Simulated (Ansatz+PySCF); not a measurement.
## singlet C4H8: levels of theory in one basis

```xyz
12

C    -0.0098    0.0021   -0.6679
C    -0.0008   -0.0014    0.6780
C    -0.0043    1.2330   -1.5221
C     0.0080   -1.2247    1.5331
H    -0.0093   -0.9580   -1.1956
H     0.0057    0.9540    1.1899
H    -0.0031    2.1548   -0.9207
H     0.8778    1.2494   -2.1799
H    -0.8772    1.2448   -2.1926
H     0.0074   -2.1397    0.9223
H     0.8922   -1.2513    2.1841
H    -0.8888   -1.2561    2.1949
```

Basis set: def2-SVP (spherical functions). Left uncorrelated: 4 orbitals. Charge 0, multiplicity 1.

Computed with Ansatz (development build ahead of 0.2.0); each method stands on the lowest determinant of its kind that the runs found. NEVPT2 correlates all electrons. Active spaces start from the frontier orbitals, and the lowest solution found is given.

```
        method  E − E(RHF) (eV)  <S²> of the determinant
           RHF             0.00                     0.00
       RHF-MP2           -15.28                        –
SC-NEVPT2(2,2)           -15.68                        –
```

Q: What does CASSCF(2,2) give on the same scale?

A: -0.75 eV.

Q: Is a single determinant a sound starting point here?

A: By this sign, yes. Unrestricted orbitals gain 0.00 eV and <S²> is 0.00 against 0.00 for a pure state. The CASSCF(2,2) natural occupations are 1.91, 0.09.
